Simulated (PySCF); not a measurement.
Molecule: `CC(C)C#N`, C₄H₇N.

Cartesian coordinates in Å; atom numbers follow the order of the lines, from 1:
```xyz
12

C     1.233   -0.595   -0.002
C     0.036    0.299   -0.326
C    -1.300   -0.371   -0.001
C     0.152    1.584    0.369
N     0.246    2.591    0.933
H     1.252   -0.849    1.069
H     1.166   -1.532   -0.575
H     2.183   -0.103   -0.254
H     0.056    0.536   -1.405
H    -2.150    0.272   -0.270
H    -1.389   -1.314   -0.560
H    -1.370   -0.600    1.073
```

Spin–spin couplings on one PBE0-D3(BJ)/def2-SVP geometry, PySCF, gas phase, non-relativistic, equivalent pairs averaged (spin–dipole term only in couplings to heteroatoms); isotopes 13C, 1H; functional B3LYP.

Reference values (Hz): 1J(C2,H9) = 135.5 (measured; liquid or solution (compiled); T. W. Keal, PhD thesis, Durham 2005 (values of Maximoff, Peralta, Barone, Scuseria 2005)).

Task: How do the couplings (Hz) change with the basis set? Times are CPU seconds on shared hosts with different chips, so compare them loosely. Far from the basis limit: 6-31G*, pcJ-0, 6-31G-J, def2-TZVP, cc-pVTZ.

Result: 
```tsv
basis set	functions	1J(C2,H9)	abs. error	core-s
6-31G*	84	157.7	22.2	5
pcJ-0	86	118.6	16.9	4.8
6-31G-J	88	142.5	7.0	5.4
def2-TZVP	197	129.6	5.9	17
pcJ-1	205	136.9	1.4	17
cc-pVTZ	248	119.2	16.3	23
```

Errors compare magnitudes, without vibrational corrections. Closest: pcJ-1; furthest: 6-31G*.

The Fermi-contact term samples the wavefunction at the nucleus, which is why sets with added tight s functions (names with J) are made for couplings. Agreement of an ordinary basis with the reference is then largely a cancellation of errors.
